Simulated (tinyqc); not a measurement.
Inside a calculation. Method: coupled-perturbed Hartree-Fock on RHF in the sto-6g basis, for H2O, spin multiplicity 1. Computed by tinyqc, a small Python program that keeps every step (integrals from PySCF). Settings: charge = 0, multiplicity = 1, basis = sto-6g, method = RHF, energy threshold = 1e-10, iteration cap = 67, orthogonalisation = symmetric, start = core, DIIS depth = 6. Command: `OMP_NUM_THREADS=1 python tinyqc.py 20499 20500 out.jsonl` (the two numbers bound the seeds that draw the settings). One thread of a shared host (Intel(R) Xeon(R) Processor @ 2.60GHz), about 0.3 s of CPU time with the checks. The early iterations of the SCF are left out here.

## One-electron integrals

Geometry (angstrom):

| atom | x | y | z |
|---|---|---|---|
| O | 0.000000 | 0.000000 | 0.000000 |
| H | 0.000000 | 0.741000 | 0.639000 |
| H | 0.000000 | -0.741000 | 0.639000 |

Basis sto-6g: exponents (1/bohr^2) and contraction coefficients of normalised primitives:

| element | l (shell) | exponent | coefficient |
|---|---|---|---|
| O | s (1) | 1355.584234 | 0.009164 |
| O | s (1) | 248.544885 | 0.049361 |
| O | s (1) | 69.533902 | 0.168538 |
| O | s (1) | 23.886772 | 0.370563 |
| O | s (1) | 9.275933 | 0.416492 |
| O | s (1) | 3.820341 | 0.130334 |
| O | s (2) | 52.187762 | -0.013253 |
| O | s (2) | 10.329320 | -0.046992 |
| O | s (2) | 3.210345 | -0.033785 |
| O | s (2) | 1.235135 | 0.250242 |
| O | s (2) | 0.536420 | 0.595117 |
| O | s (2) | 0.245881 | 0.240706 |
| O | p (3) | 52.187762 | 0.003760 |
| O | p (3) | 10.329320 | 0.037679 |
| O | p (3) | 3.210345 | 0.173897 |
| O | p (3) | 1.235135 | 0.418036 |
| O | p (3) | 0.536420 | 0.425860 |
| O | p (3) | 0.245881 | 0.101708 |
| H | s (1) | 35.523221 | 0.009164 |
| H | s (1) | 6.513144 | 0.049361 |
| H | s (1) | 1.822143 | 0.168538 |
| H | s (1) | 0.625955 | 0.370563 |
| H | s (1) | 0.243077 | 0.416492 |
| H | s (1) | 0.100112 | 0.130334 |

Overlap, kinetic and nuclear-attraction integrals over the contracted functions; the nuclear repulsion is the sum of Za Zb / Rab.

nuclear repulsion = 9.01021403 hartree

overlap S, lower triangle:
```
           1O 1s     1O 2s    1O 2px     1O 2py    1O 2pz     2H 1s     3H 1s
1O 1s   1.000000
1O 2s   0.231145  1.000000
1O 2px  0.000000  0.000000  1.000000
1O 2py  0.000000  0.000000  0.000000   1.000000
1O 2pz  0.000000  0.000000  0.000000   0.000000  1.000000
2H 1s   0.052792  0.462973  0.000000   0.291740  0.251582  1.000000
3H 1s   0.052792  0.462973  0.000000  -0.291740  0.251582  0.263552  1.000000
```

kinetic energy T (hartree), lower triangle:
```
            1O 1s     1O 2s    1O 2px     1O 2py    1O 2pz     2H 1s     3H 1s
1O 1s   29.327197
1O 2s   -0.896024  0.842618
1O 2px   0.000000  0.000000  2.531309
1O 2py   0.000000  0.000000  0.000000   2.531309
1O 2pz   0.000000  0.000000  0.000000   0.000000  2.531309
2H 1s   -0.003175  0.117901  0.000000   0.201369  0.173651  0.768522
3H 1s   -0.003175  0.117901  0.000000  -0.201369  0.173651  0.010814  0.768522
```

nuclear attraction V (hartree), lower triangle:
```
             1O 1s       1O 2s     1O 2px      1O 2py      1O 2pz      2H 1s      3H 1s
1O 1s   -62.339958
1O 2s    -6.401298  -10.069201
1O 2px    0.000000    0.000000  -9.989134
1O 2py    0.000000    0.000000   0.000000  -10.126191
1O 2pz   -0.020529   -0.230140   0.000000    0.000000  -10.091055
2H 1s    -1.675160   -3.726746   0.000000   -2.091652   -1.881535  -5.776419
3H 1s    -1.675160   -3.726746   0.000000    2.091652   -1.881535  -1.655310  -5.776419
```

core Hamiltonian H = T + V (hartree), lower triangle:
```
             1O 1s      1O 2s     1O 2px     1O 2py     1O 2pz      2H 1s      3H 1s
1O 1s   -33.012761
1O 2s    -7.297322  -9.226582
1O 2px    0.000000   0.000000  -7.457825
1O 2py    0.000000   0.000000   0.000000  -7.594882
1O 2pz   -0.020529  -0.230140   0.000000   0.000000  -7.559747
2H 1s    -1.678335  -3.608845   0.000000  -1.890283  -1.707885  -5.007897
3H 1s    -1.678335  -3.608845   0.000000   1.890283  -1.707885  -1.644497  -5.007897
```

## Two-electron integrals

Functions are numbered as in S; the eight-fold symmetry (ij|kl) = (ji|kl) = (kl|ij) leaves the list below.

Two-electron integrals (ij|kl) in chemists' order, unique and non-zero (hartree):
```
(11|11) 4.787491    (21|11) 0.675884    (21|21) 0.121505    (22|11) 1.117379
(22|21) 0.249212    (22|22) 0.817383    (31|31) 0.025762    (32|31) 0.039145
(32|32) 0.180664    (33|11) 1.117381    (33|21) 0.249212    (33|22) 0.817382
(33|33) 0.880663    (41|41) 0.025762    (42|41) 0.039145    (42|42) 0.180664
(43|43) 0.047461    (44|11) 1.117381    (44|21) 0.249212    (44|22) 0.817382
(44|33) 0.785741    (44|44) 0.880663    (51|51) 0.025762    (52|51) 0.039145
(52|52) 0.180664    (53|53) 0.047461    (54|54) 0.047461    (55|11) 1.117381
(55|21) 0.249212    (55|22) 0.817382    (55|33) 0.785741    (55|44) 0.785741
(55|55) 0.880663    (61|11) 0.164756    (61|21) 0.028380    (61|22) 0.056907
(61|33) 0.056784    (61|41) 0.001049    (61|42) 0.002046    (61|44) 0.056996
(61|51) 0.000905    (61|52) 0.001764    (61|54) 0.000183    (61|55) 0.056942
(61|61) 0.006757    (62|11) 0.389120    (62|21) 0.087945    (62|22) 0.317958
(62|33) 0.312762    (62|41) 0.005313    (62|42) 0.038704    (62|44) 0.321702
(62|51) 0.004582    (62|52) 0.033377    (62|54) 0.007710    (62|55) 0.319410
(62|61) 0.020635    (62|62) 0.151942    (63|31) 0.009917    (63|32) 0.055330
(63|43) 0.008040    (63|53) 0.006933    (63|63) 0.021859    (64|11) 0.208631
(64|21) 0.047835    (64|22) 0.184476    (64|33) 0.176093    (64|41) 0.012475
(64|42) 0.076711    (64|44) 0.197374    (64|51) 0.002206    (64|52) 0.018438
(64|54) 0.011418    (64|55) 0.179961    (64|61) 0.011756    (64|62) 0.107209
(64|64) 0.096754    (65|11) 0.179913    (65|21) 0.041251    (65|22) 0.159083
(65|33) 0.151854    (65|41) 0.002206    (65|42) 0.018438    (65|44) 0.156339
(65|51) 0.011819    (65|52) 0.071230    (65|54) 0.011908    (65|55) 0.169055
(65|61) 0.010137    (65|62) 0.092452    (65|64) 0.064586    (65|65) 0.077555
(66|11) 0.521987    (66|21) 0.120162    (66|22) 0.495572    (66|33) 0.475604
(66|41) 0.009700    (66|42) 0.095581    (66|44) 0.509959    (66|51) 0.008365
(66|52) 0.082424    (66|54) 0.029626    (66|55) 0.501152    (66|61) 0.028513
(66|62) 0.295610    (66|64) 0.238373    (66|65) 0.205561    (66|66) 0.774999
(71|11) 0.164756    (71|21) 0.028380    (71|22) 0.056907    (71|33) 0.056784
(71|41) -0.001049   (71|42) -0.002046   (71|44) 0.056996    (71|51) 0.000905
(71|52) 0.001764    (71|54) -0.000183   (71|55) 0.056942    (71|61) 0.006664
(71|62) 0.019998    (71|64) 0.010337    (71|65) 0.009821    (71|66) 0.027268
(71|71) 0.006757    (72|11) 0.389120    (72|21) 0.087945    (72|22) 0.317958
(72|33) 0.312762    (72|41) -0.005313   (72|42) -0.038704   (72|44) 0.321702
(72|51) 0.004582    (72|52) 0.033377    (72|54) -0.007710   (72|55) 0.319410
(72|61) 0.019998    (72|62) 0.125588    (72|64) 0.060670    (72|65) 0.074389
(72|66) 0.203183    (72|71) 0.020635    (72|72) 0.151942    (73|31) 0.009917
(73|32) 0.055330    (73|43) -0.008040   (73|53) 0.006933    (73|63) 0.017576
(73|73) 0.021859    (74|11) -0.208631   (74|21) -0.047835   (74|22) -0.184476
(74|33) -0.176093   (74|41) 0.012475    (74|42) 0.076711    (74|44) -0.197374
(74|51) -0.002206   (74|52) -0.018438   (74|54) 0.011418    (74|55) -0.179961
(74|61) -0.010337   (74|62) -0.060670   (74|64) -0.012113   (74|65) -0.035093
(74|66) -0.085830   (74|71) -0.011756   (74|72) -0.107209   (74|74) 0.096754
(75|11) 0.179913    (75|21) 0.041251    (75|22) 0.159083    (75|33) 0.151854
(75|41) -0.002206   (75|42) -0.018438   (75|44) 0.156339    (75|51) 0.011819
(75|52) 0.071230    (75|54) -0.011908   (75|55) 0.169055    (75|61) 0.009821
(75|62) 0.074389    (75|64) 0.035093    (75|65) 0.060962    (75|66) 0.132277
(75|71) 0.010137    (75|72) 0.092452    (75|74) -0.064586   (75|75) 0.077555
(76|11) 0.163223    (76|21) 0.037278    (76|22) 0.146151    (76|33) 0.142642
(76|44) 0.145223    (76|51) 0.003057    (76|52) 0.026377    (76|55) 0.150589
(76|61) 0.008670    (76|62) 0.070125    (76|64) 0.042510    (76|65) 0.047975
(76|66) 0.141900    (76|71) 0.008670    (76|72) 0.070125    (76|74) -0.042510
(76|75) 0.047975    (76|76) 0.039550    (77|11) 0.521987    (77|21) 0.120162
(77|22) 0.495572    (77|33) 0.475604    (77|41) -0.009700   (77|42) -0.095581
(77|44) 0.509959    (77|51) 0.008365    (77|52) 0.082424    (77|54) -0.029626
(77|55) 0.501152    (77|61) 0.027268    (77|62) 0.203183    (77|64) 0.085830
(77|65) 0.132277    (77|66) 0.349573    (77|71) 0.028513    (77|72) 0.295610
(77|74) -0.238373   (77|75) 0.205561    (77|76) 0.141900    (77|77) 0.774999
```

## Orthogonalisation

S = U s U^T; symmetric (Loewdin) form X = U s^(-1/2) U^T, so that X^T S X = 1.

eigenvalues of S: 0.355810  0.435108  0.883336  1.000000  1.097041  1.301341  1.927365

X, lower triangle:
```
            1O 1s      1O 2s    1O 2px     1O 2py     1O 2pz      2H 1s     3H 1s
1O 1s    1.022750
1O 2s   -0.137582   1.229525
1O 2px   0.000000   0.000000  1.000000
1O 2py   0.000000   0.000000  0.000000   1.099038
1O 2pz  -0.009547   0.111274  0.000000   0.000000   1.059342
2H 1s    0.019422  -0.282345  0.000000  -0.215346  -0.151045   1.198728
3H 1s    0.019422  -0.282345  0.000000   0.215346  -0.151045  -0.094848  1.198728
```

## Iteration 8 (converged): orbitals

converged F (hartree), lower triangle:
```
             1O 1s      1O 2s     1O 2px     1O 2py     1O 2pz      2H 1s      3H 1s
1O 1s   -20.510880
1O 2s    -4.965012  -2.341510
1O 2px    0.000000   0.000000  -0.400284
1O 2py    0.000000   0.000000   0.000000  -0.308088
1O 2pz   -0.028724  -0.125118   0.000000   0.000000  -0.351811
2H 1s    -1.142303  -0.980197   0.000000  -0.376931  -0.383064  -0.557895
3H 1s    -1.142303  -0.980197   0.000000   0.376931  -0.383064  -0.395768  -0.557895
```

Diagonalise F' = X^T F X, C = X C', fill 5 alpha and 5 beta electrons from the bottom; D = 2 C_occ C_occ^T. Each column has its largest component positive (the first on a tie).

F' = X^T F X (hartree), lower triangle:
```
            1          2          3          4          5          6         7
1  -20.182301
2   -2.505205  -1.206228
3    0.000000   0.000000  -0.400284
4    0.000000   0.000000   0.000000  -0.030334
5   -0.047545   0.117942   0.000000   0.000000  -0.183066
6   -0.195446  -0.494477   0.000000  -0.452759  -0.343243   0.010312
7   -0.195446  -0.494477   0.000000   0.452759  -0.343243  -0.109820  0.010312
```

orbital energies (hartree): MO1 -20.514046, MO2 -1.272334, MO3 -0.599803, MO4 -0.470862, MO5 -0.400284, MO6 0.586140, MO7 0.689601

coefficients C:
```
              MO1        MO2        MO3        MO4       MO5        MO6        MO7
1O 1s    0.996686  -0.222085   0.000000   0.097916  0.000000  -0.116182   0.000000
1O 2s    0.015619   0.843944   0.000000  -0.543321  0.000000   0.833545   0.000000
1O 2px   0.000000   0.000000   0.000000   0.000000  1.000000   0.000000   0.000000
1O 2py   0.000000   0.000000   0.618839   0.000000  0.000000   0.000000   0.957951
1O 2pz   0.003211   0.128578   0.000000   0.754515  0.000000   0.771020   0.000000
2H 1s   -0.003574   0.152027   0.446968   0.292876  0.000000  -0.776713  -0.826597
3H 1s   -0.003574   0.152027  -0.446968   0.292876  0.000000  -0.776713   0.826597
```

D after iteration 8, lower triangle:
```
            1O 1s      1O 2s    1O 2px     1O 2py    1O 2pz      2H 1s     3H 1s
1O 1s    2.104586
1O 2s   -0.450118   2.015364
1O 2px   0.000000   0.000000  2.000000
1O 2py   0.000000   0.000000  0.000000   0.765923
1O 2pz   0.097049  -0.602763  0.000000   0.000000  1.171671
2H 1s   -0.017296  -0.061758  0.000000   0.553202  0.481031   0.617364
3H 1s   -0.017296  -0.061758  0.000000  -0.553202  0.481031  -0.181757  0.617364
```

## Convergence

Stop when the energy changes by less than 1e-10 hartree and every element of the error matrix X^T (F D S - S D F) X is below 3e-06.

Course of the cycle:

| iteration | E (hartree) | change | largest element of the error matrix |
|---|---|---|---|
| 1 | -73.94880291 | - | 6.46e-01 |
| 2 | -75.64842347 | -1.70e+00 | 1.39e-01 |
| 3 | -75.67964525 | -3.12e-02 | 3.12e-02 |
| 4 | -75.68087286 | -1.23e-03 | 3.66e-03 |
| 5 | -75.68092010 | -4.72e-05 | 1.14e-03 |
| 6 | -75.68092421 | -4.11e-06 | 1.18e-04 |
| 7 | -75.68092425 | -3.56e-08 | 8.80e-08 |
| 8 | -75.68092425 | -2.84e-14 | 1.47e-09 |

PySCF RHF in the same basis = -75.68092425 hartree

Converged in 8 iterations.

## Integrals over molecular orbitals

(pq|rs) = sum C_ip C_jq C_kr C_ls (ij|kl), one index at a time.

one-electron integrals over orbitals h = C^T H C (hartree), lower triangle:
```
            1          2          3          4          5          6          7
1  -32.999402
2    0.566563  -7.704589
3    0.000000   0.000000  -6.343846
4   -0.244815   0.472042   0.000000  -6.928146
5    0.000000   0.000000   0.000000   0.000000  -7.457825
6    0.302723  -1.387402   0.000000  -1.129422   0.000000  -5.424416
7    0.000000   0.000000  -1.701941   0.000000   0.000000   0.000000  -5.578570
```

Two-electron integrals over orbitals (pq|rs), unique and non-zero (hartree):
```
(11|11) 4.762004    (21|11) -0.427505   (21|21) 0.062189    (22|11) 1.019887
(22|21) -0.014111   (22|22) 0.731339    (31|31) 0.011502    (32|31) 0.017789
(32|32) 0.141560    (33|11) 0.801988    (33|21) -0.004209   (33|22) 0.645406
(33|33) 0.631182    (41|11) 0.193821    (41|21) -0.025247   (41|22) 0.016188
(41|33) 0.006190    (41|41) 0.028903    (42|11) -0.142943   (42|21) 0.009928
(42|22) -0.000535   (42|33) 0.005350    (42|41) 0.017570    (42|42) 0.125118
(43|31) -0.003679   (43|32) 0.019870    (43|43) 0.049618    (44|11) 0.987363
(44|21) -0.013148   (44|22) 0.672187    (44|33) 0.595991    (44|41) -0.010759
(44|42) -0.102442   (44|44) 0.764025    (51|51) 0.026702    (52|51) 0.032397
(52|52) 0.145480    (53|53) 0.028782    (54|51) -0.013645   (54|52) -0.047997
(54|54) 0.055246    (55|11) 1.117085    (55|21) -0.011238   (55|22) 0.750151
(55|33) 0.628777    (55|41) 0.004801    (55|42) -0.073626   (55|44) 0.720531
(55|55) 0.880663    (61|11) -0.240400   (61|21) 0.037833    (61|22) -0.000870
(61|33) 0.000658    (61|41) -0.001281   (61|42) 0.021261    (61|44) -0.019185
(61|55) -0.005697   (61|61) 0.033691    (62|11) 0.312694    (62|21) -0.007170
(62|22) 0.144942    (62|33) 0.078626    (62|41) 0.019255    (62|42) 0.021261
(62|44) 0.081791    (62|55) 0.157238    (62|61) 0.007753    (62|62) 0.103030
(63|31) 0.003431    (63|32) -0.035144   (63|43) -0.029157   (63|63) 0.067721
(64|11) 0.228083    (64|21) -0.002000   (64|22) 0.099796    (64|33) 0.045267
(64|41) 0.000810    (64|42) -0.041310   (64|44) 0.126154    (64|55) 0.123779
(64|61) -0.000966   (64|62) 0.059821    (64|64) 0.076828    (65|51) 0.015064
(65|52) 0.056860    (65|54) -0.000242   (65|65) 0.037770    (66|11) 0.821685
(66|21) -0.007621   (66|22) 0.619973    (66|33) 0.573316    (66|41) 0.020994
(66|42) 0.055262    (66|44) 0.555259    (66|55) 0.594565    (66|61) 0.008820
(66|62) 0.101819    (66|64) 0.045973    (66|66) 0.604744    (71|31) 0.015538
(71|32) 0.022498    (71|43) -0.005146   (71|63) 0.004186    (71|71) 0.021038
(72|31) 0.013992    (72|32) 0.041735    (72|43) -0.035444   (72|63) 0.035008
(72|71) 0.017982    (72|72) 0.062282    (73|11) 0.362322    (73|21) -0.007193
(73|22) 0.139723    (73|33) 0.090292    (73|41) -0.000918   (73|42) -0.080607
(73|44) 0.153303    (73|55) 0.190410    (73|61) -0.006777   (73|62) 0.075404
(73|64) 0.085381    (73|66) 0.039464    (73|73) 0.155566    (74|31) -0.009735
(74|32) -0.078372   (74|43) -0.001037   (74|63) 0.045313    (74|71) -0.012873
(74|72) -0.015813   (74|74) 0.071275    (75|53) 0.023631    (75|75) 0.023942
(76|31) 0.008861    (76|32) 0.094372    (76|43) 0.050167    (76|63) -0.060864
(76|71) 0.011271    (76|72) -0.010694   (76|74) -0.059703   (76|76) 0.113392
(77|11) 0.854607    (77|21) -0.008618   (77|22) 0.620845    (77|33) 0.607451
(77|41) 0.004097    (77|42) -0.012095   (77|44) 0.599932    (77|55) 0.618301
(77|61) -0.004313   (77|62) 0.067828    (77|64) 0.040382    (77|66) 0.568765
(77|73) 0.086695    (77|77) 0.613764
```

## Response to a field: uncoupled start

dipole integrals <a|z|i> (bohr):
```
          i1         i2         i3         i4        i5
a6  0.043142  -0.122254   0.000000  -0.549687  0.000000
a7  0.000000   0.000000  -0.682717   0.000000  0.000000
```

Field along z; U_ai = -mu_ai / (e_a - e_i), alpha = -4 sum U_ai mu_ai.

uncoupled U:
```
           i1        i2        i3        i4        i5
a6  -0.002045  0.065782  0.000000  0.520044  0.000000
a7   0.000000  0.000000  0.529482  0.000000  0.000000
```

uncoupled polarisability = 2.621912 bohr^3

## Coupled step 1

U_ai = -(mu_ai + sum_bj [4 (ai|bj) - (ab|ij) - (aj|bi)] U_bj) / (e_a - e_i); alpha = -4 sum U_ai mu_ai.

U after step 1:
```
           i1         i2        i3        i4        i5
a6  -0.000614  -0.007006  0.000000  0.548808  0.000000
a7   0.000000   0.000000  0.479197  0.000000  0.000000
```

polarisability = 2.511993 bohr^3

## Coupled step 2

As before.

U after step 2:
```
           i1         i2        i3        i4        i5
a6  -0.000522  -0.016467  0.000000  0.577936  0.000000
a7   0.000000   0.000000  0.477986  0.000000  0.000000
```

polarisability = 2.568090 bohr^3

## Coupled polarisability

Repeat until U stops changing; compare with -d2E/dF2.

Course of the coupled iterations:

| step | alpha (bohr^3) |
|---|---|
| 0 | 2.621912 |
| 1 | 2.511993 |
| 2 | 2.568090 |
| 3 | 2.577077 |
| 4 | 2.581338 |
| 5 | 2.582881 |
| 6 | 2.583521 |
| 7 | 2.583790 |
| 8 | 2.583906 |
| 9 | 2.583957 |
| 10 | 2.583979 |
| 11 | 2.583989 |
| 12 | 2.583993 |
| 13 | 2.583995 |
| 14 | 2.583996 |
| 15 | 2.583996 |
| 16 | 2.583996 |
| 17 | 2.583996 |
| 18 | 2.583996 |
| 19 | 2.583996 |
| 20 | 2.583996 |

coupled polarisability = 2.583996 bohr^3

finite-field check, fields of +/-0.001 au = 2.583997 bohr^3
